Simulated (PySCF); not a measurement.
All numbers come from UPBE0 in PySCF with Na def2-TZVP; no relativity; density-fitted integrals.

```xyz
3
charge 0 multiplicity 2, angstrom
Na    0.3227    2.2589    0.0000
Na    1.4354   -0.8043    0.0000
Na   -1.7581   -1.4545    0.0000
```

Na₃ (doublet), along the line from Na1 (at 0) through Na2 (at 3.259 Å).

Problem. Tabulate the fields along this line at -1.14, -0.98, -0.81, -0.65, -0.49, -0.33, -0.16, 0.16, 0.33, 0.49, 0.65, 0.81, 0.98, 1.14, 1.30, 1.47, 1.63, 1.79, 1.96, 2.12, 2.28, 2.44, 2.61, 2.77, 2.93, 3.10, 3.42, 3.58, 3.75, 3.91, 4.07, 4.24, 4.40, 4.56, 4.73, 4.89, 5.05, 5.21 Å.

Solution. 
```csv
distance (Å),electron density (e/Å³),spin density (e/Å³),electron localisation function,electrostatic potential (V)
-1.14,0.0414,0.0109,0.0457,5.38
-0.98,0.1,0.0102,0.105,7.54
-0.81,0.313,0.00742,0.376,11.2
-0.65,1.08,0.00271,0.694,18.8
-0.49,3.89,0.00069,0.842,39
-0.33,13.3,0.0154,0.847,109
-0.16,36.6,0.0092,0.212,446
0.16,36.7,-0.00117,0.214,446
0.33,13.3,0.0107,0.849,109
0.49,3.87,-0.000246,0.84,38.5
0.65,1.07,0.00194,0.654,18.1
0.81,0.318,0.00611,0.245,10.3
0.98,0.117,0.00842,0.0517,6.51
1.14,0.0671,0.00883,0.049,4.32
1.30,0.0542,0.00806,0.159,3.01
1.47,0.0508,0.0067,0.471,2.31
1.63,0.0499,0.00507,0.662,2.1
1.79,0.0503,0.00337,0.453,2.35
1.96,0.0533,0.00177,0.144,3.09
2.12,0.0657,0.000398,0.0437,4.44
2.28,0.116,-0.000557,0.0489,6.66
2.44,0.316,-0.000869,0.246,10.5
2.61,1.07,-0.000433,0.657,18.3
2.77,3.87,-3.47e-05,0.84,38.7
2.93,13.3,-0.00153,0.849,109
3.10,36.7,0.00997,0.214,446
3.42,36.6,0.027,0.212,446
3.58,13.3,0.00718,0.847,109
3.75,3.9,0.00126,0.843,39.3
3.91,1.08,-0.000476,0.702,19.1
4.07,0.311,-0.000862,0.4,11.5
4.24,0.0971,-0.000711,0.112,7.84
4.40,0.0377,-0.000394,0.0332,5.68
4.56,0.0191,-8.1e-05,0.02,4.26
4.73,0.0119,0.00016,0.0225,3.25
4.89,0.00853,0.000313,0.0458,2.51
5.05,0.00658,0.00039,0.13,1.96
5.21,0.00521,0.000414,0.286,1.55
```

On a grid of 0.16 Å the density has a local minimum along the bond near 1.63 Å from Na, at 0.05 e/Å³, where the ELF is 0.66.
